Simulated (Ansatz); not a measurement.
A made-up structure of SiH$_{3}$O (charge -1), closed shell:

O1  (-1.480, 0.278, 0.717)
Si2  (-0.092, 0.017, 0.045)
H3  (-2.060, 0.841, 1.254)
H4  (0.713, -1.181, 0.556)
H5  (0.949, 1.135, 0.144)
(Å)

It is relaxed with PBE-D4/def2-SVPD and then PBE0-D4/def2-TZVPD (Ansatz 0.2.0). Atoms count as bonded within 1.22 times the sum of their covalent radii (H–H: 0.88 Å). The end point is not checked to be a true minimum.

Does its bonding change? (Judge from chemistry; the calculation decides.)

Computed: No: no bond forms or breaks.

Where it ends: The first stage lowers the energy by 1.53 eV in 8 steps. It ends as SiH₃O ([OH][SiH2]), total charge -1:
```
5
angstrom
O -1.6284 0.3660 0.4798
Si -0.0919 -0.0451 -0.2610
H -1.5109 0.6056 1.4000
H 0.4878 -0.9857 0.8451
H 0.7740 1.1510 0.2524
```

Labels in which every atom is bracketed show which atoms are joined, not bond orders.

For scale, one of the runs: PBE0-D4/def2-TZVPD relaxation, 110 basis functions, launched by `ansatz run in.yaml --threads 2 --pin off --events-out ev --progress --plain --max-ram 4352MiB`. Hardware: 2 CPU threads of an Intel Xeon 6975P-C, shared host. Wall time about 4.4 s.
